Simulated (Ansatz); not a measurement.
A trace of molecular dynamics of C₂H₄N (7 atoms, charge -1, multiplicity 1).

Theory: RKS PBE0/6-31G in Ansatz.

```json
{
 "ensemble": "NVT, Nosé–Hoover chain",
 "set temperature": "1000 K",
 "thermostat": "time constant 50 fs, chain length 3",
 "seed": "395883"
}
```

```tsv
time (fs)	T (K)	potential energy less start (eV)	conserved less start (meV/atom)
0.0	1000	0.000	0.00
12.5	665	0.496	38.73
25.0	561	0.467	20.63
37.5	768	0.284	7.28
50.0	661	0.588	28.98
62.5	956	1.182	121.50
75.0	957	0.996	70.42
87.5	966	4.609	565.80
100.0	5266	5.970	1213.96
112.5	27799	8.657	4637.71
125.0	28160	9.575	16558.41
137.5	6768	9.960	17146.47
150.0	12323	12.789	20169.49
162.5	2416	12.972	20186.77
175.0	1129	12.470	20180.64
187.5	500	12.422	20180.31
200.0	386	12.310	20178.30
212.5	231	12.320	20178.44
225.0	194	12.293	20177.69
237.5	128	12.308	20178.16
250.0	110	12.300	20177.53
262.5	79	12.319	20178.13
275.0	128	12.285	20177.32
287.5	144	12.294	20177.89
300.0	234	12.260	20177.04
```

Question: Can this run be trusted? Judge the integration.

Answer: The conserved energy changed by up to 20000 meV per atom, so the integration failed: the time step of 2.5 fs is too long for the fastest motions that this run met, and the later frames carry no physical meaning.

Time of the run: 110 s on 1 thread of Arm Neoverse V2, with other jobs on the host, peak memory 0.18 GiB.
